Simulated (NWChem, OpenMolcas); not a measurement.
## How basis sets differ on CH3F (fluoromethane)

The species is CH3F (5 atoms), meant as a singlet with charge 0. As SMILES, `CF`. Geometry: relaxed at PBE0-D4/def2-TZVP.

Each level gives the dipole moment (D). The values are calculated.

Measured value to compare with: NIST CCCBDB gives the dipole moment of the gas as 1.85 D.

```tsv
level	kind	program	value (D)	computed − measured	CPU time
BP86/def2-SVP	GGA	NWChem	1.66	-0.19	3.3 s
BP86/def2-TZVP	GGA	OpenMolcas	1.70	-0.15	16 s
BP86/def2-TZVPP	GGA	NWChem	1.68	-0.17	21 s
BP86/def2-QZVPP	GGA	NWChem	1.69	-0.16	3.6 min
```

Nearest: BP86/def2-TZVP (-0.15 D); farthest: BP86/def2-SVP (-0.19 D). The measured dipole is a vibrational average, so differences of a few hundredths of a debye mean little. Times are those of the runs behind each value, whatever else they computed, on shared processors of several kinds: orders of magnitude only.
